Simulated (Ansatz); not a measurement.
## Worked example: C5H11 → C3H5 + C2H6

Species: C5H11 (2-methylbut-2-yl radical) `CC[C](C)C`, doublet; C3H5 `C=[C]C`, doublet; C2H6 (ethane) `CC`, singlet. 

Shapes, held fixed at every level: PBE0-D4/def2-TZVP. Flexible molecules stand in one conformer, not always the lowest. Programs: Ansatz 0.2.0. The zero-point and thermal change to 298 K, harmonic and unscaled (PBE0-D4/def2-TZVP), is -10.9 kJ/mol.

At B2PLYP/def2-TZVPP; 1 Eh = 2625.50 kJ/mol:

| species | energy (Eh) |
| --- | --- |
| C5H11 | -196.980205 |
| C3H5 | -117.156406 |
| C2H6 | -79.773405 |

Question: Work out ΔH(298 K) of the reaction at this level.

Answer: 
1. Products less reactants: (-117.156406) + (-79.773405) − [(-196.980205)] = 0.050394 Eh = +132.3 kJ/mol.
2. With the thermal change: +132.3 + (-10.9) = +121.4 kJ/mol.

Other levels give +108.7 (HF/def2-SVP) to +174.7 kJ/mol (SPW92/def2-TZVPP). No measured value is set beside it here. Spin contamination: C3H5 (⟨S²⟩ up to 0.91). Open shells run unrestricted. The median of the other levels is +146.2 kJ/mol.
